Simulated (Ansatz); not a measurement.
C2HCl3 (`ClC=C(Cl)Cl`), one more setting.

```yaml
crystal:
  periodic: [false, false, false]
  atoms:
    - {symbol: Cl, position_ang: [-0.078578, -1.861523, 1.063608]}
    - {symbol: C, position_ang: [0.274618, -0.259181, 0.613243]}
    - {symbol: C, position_ang: [-0.161851, 0.308570, -0.506387]}
    - {symbol: Cl, position_ang: [-1.137866, -0.478489, -1.657144]}
    - {symbol: Cl, position_ang: [0.253130, 1.932060, -0.865045]}
    - {symbol: H, position_ang: [0.892648, 0.294563, 1.305525]}
basis:
  gaussian: {orbitals: pcseg-2}
hamiltonian: {xc: {name: PBE0-DH}}
output: {forces: true}
```

```sh
$ ansatz run in.yaml --threads 2 --pin off --events-out ev --progress --plain --max-ram 4352MiB
```

It prints (some lines left out):

```
Functional definition: PBE0-DH
1109 factors; integrals over basis functions are off by at most 7.5e-4 eV
mean field evaluation 1: about -39637.7304 eV, gradient 2.8e1 eV
mean field evaluation 2: about -39637.8538 eV, gradient 2.8e1 eV
mean field evaluation 4: about -39639.7269 eV, gradient 3.7e0 eV
mean field evaluation 8: about -39639.7587 eV, gradient 1.2e-1 eV
mean field evaluation 16: about -39639.7587 eV, gradient 2.3e-5 eV
mean field -39639.75873622 eV, -1456.7342647626 hartree, gradient 6.0e-6 eV, S^2 0.000000; 0 other end points of the search recorded, 0 dependent functions left out
17 core orbitals not correlated: weight in the atoms' cores, before any rotation towards them, 1.000 or more for the frozen orbitals, at most 0.000 for the correlated occupied ones
reference -39639.75875329 eV, -1456.7342653900 hartree; 15, 15 occupied and 144, 144 virtual orbitals, 1109 factors
second order -28.62397576 eV of doubles, -0.00000000 eV of singles
Total energy: -39643.33675026 eV, -1456.8657543534 hartree
Atom 0 at    -0.078578    -1.861523     1.063608 Å, force     0.022519     0.096902    -0.025308 eV/Å
Atom 1 at     0.274618    -0.259181     0.613243 Å, force    -0.017759     0.107491    -0.100738 eV/Å
Atom 2 at    -0.161851     0.308570    -0.506387 Å, force     0.058646    -0.063948     0.142039 eV/Å
Atom 3 at    -1.137866    -0.478489    -1.657144 Å, force     0.067548     0.059350     0.076483 eV/Å
Atom 4 at     0.253130     1.932060    -0.865045 Å, force    -0.028348    -0.120544     0.030908 eV/Å
Atom 5 at     0.892648     0.294563     1.305525 Å, force    -0.102606    -0.079251    -0.123383 eV/Å
Dipole moment:     0.106763     0.086622     0.125532 e Å
```

Hardware: 2 threads of an Arm Neoverse V2 on a shared host. Wall time 13 s, peak host memory 0.56 GiB.
